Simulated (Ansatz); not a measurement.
# CH₃OSi+ (SMILES O[C+]=[SiH2]): a rigid scan of the bond length Si3–H6

The task here is to estimate one member of a computed series from the others.

Method: single points in def2-TZVPP; program: Ansatz 0.2.0, Gaussian basis.

Levels: PBE-D4, r2SCAN-D4, PBE0-D4, B3LYP-D4, wB97M-V, Hartree-Fock, MP2, CCSD, CCSD(T). The scan takes 1.322, 1.352, 1.395, 1.445, 1.501, 1.562, 1.626, 1.693, 1.763 Å.

Cores are frozen in the correlated methods. B3LYP uses VWN-RPA correlation.

30 further runs of the same task are left out: 30 set aside as unsound or not needed.

## The system as given

6 atoms, charge 1, spin multiplicity 1.

Atoms are counted from 1 here; the program's logs count them from 0.

Bond lengths: O1–C2 1.231 Å, O1–H4 0.994 Å, C2–Si3 1.800 Å, Si3–H5 1.448 Å, Si3–H6 1.447 Å. Angles: C2–O1–H4 122.6°, O1–C2–Si3 152.1°, C2–Si3–H5 114.6°, C2–Si3–H6 116.6°, H5–Si3–H6 126.4°.

Coordinates:

```xyz
6
charge 1, multiplicity 1
O    -0.9520   -1.5437   -0.3191
C    -0.6947   -0.3692   -0.0571
Si    0.4600    0.9850    0.2121
H    -0.2450   -2.2228   -0.4858
H     0.6650    1.8397   -0.9386
H     0.7666    1.3110    1.5885
```

Set-up of the first run:

Input file relax/in.yaml:

```yaml
crystal:
  periodic: [false, false, false]
  atoms:
    - {symbol: O, position_ang: [-0.952010, -1.543690, -0.319100]}
    - {symbol: C, position_ang: [-0.694670, -0.369230, -0.057150]}
    - {symbol: Si, position_ang: [0.460010, 0.985000, 0.212100]}
    - {symbol: H, position_ang: [-0.244970, -2.222790, -0.485770]}
    - {symbol: H, position_ang: [0.665040, 1.839700, -0.938570]}
    - {symbol: H, position_ang: [0.766600, 1.311010, 1.588490]}
basis:
  gaussian: {orbitals: def2-TZVP}
total_charge: 1
hamiltonian: {xc: pbe0, dispersion: d4}
relax: {f_tol: 0.005, max_steps: 200}
```

No record of the launch command was kept for these runs.

Among the steps run: Relaxation at PBE0-D4; The minimum at every level; Si3–H6 = 1.322 Å; Si3–H6 = 1.352 Å; Si3–H6 = 1.395 Å; Si3–H6 = 1.445 Å; Si3–H6 = 1.501 Å; Si3–H6 = 1.562 Å; Si3–H6 = 1.626 Å; Si3–H6 = 1.693 Å; Si3–H6 = 1.763 Å.

One table of the session follows, with a row left open; its other results are not shown here.

Energies less that of the minimum at the same level (kcal/mol):

```
bond length (Å)  PBE-D4  PBE0-D4  B3LYP-D4  wB97M-V  Hartree-Fock
          1.322     6.6      6.0       5.5      5.2           5.0
          1.352     4.1      3.6       3.3      3.0           2.8
          1.395     1.7      1.4       1.2      1.0           0.8
          1.445     0.2      0.1       0.1      0.0          -0.1
1.469 (minimum)     0.0      0.0       0.0      0.0           0.0
          1.501       ?        ?         ?        ?             ?
          1.562     1.2      1.7       1.9      2.2           2.5
          1.626     3.6      4.4       4.6      5.2           5.8
          1.693     6.9      8.1       8.5      9.3          10.3
          1.763    11.1     12.8      13.1     14.2          15.8
```

**Question.** Estimate the row for bond length (Å) = 1.501.

**Answer.** PBE-D4: 0.1; PBE0-D4: 0.2; B3LYP-D4: 0.3; wB97M-V: 0.4; Hartree-Fock: 0.5.

To keep in mind: A polynomial through the near points puts the CCSD(T) minimum 0.006 Å below the PBE0-D4 value.
